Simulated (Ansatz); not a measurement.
Wurtzite CdSe, treated with PBE0 in Ansatz (plane waves, PAW).

Total energies, extrapolated to zero smearing (they compare only within this program, potentials and cutoff):

```json
[
 {"system": "wurtzite CdSe, relaxed", "energy (eV/atom)": "-6864.7114"},
 {"system": "hcp Cd", "energy (eV/atom)": "-8257.4667"},
 {"system": "trigonal Se", "energy (eV/atom)": "-5470.4237"}
]
```

Task: Work out the enthalpy of formation per atom.

Result: ΔH_f ≈ ΔE = -6864.7114 − [1 × (-8257.4667) + 1 × (-5470.4237)]/2 = -0.766 eV/atom (0 K, no vibrations). The reference value is -0.75 eV/atom (measured, 298 K, no zero-point or thermal correction; as tabulated in Zhang et al. (2018), doi:10.1038/s41524-018-0065-z), a difference of -0.016 eV/atom.

The PAW data were made under PBE.

Ansatz is a first-principles code.
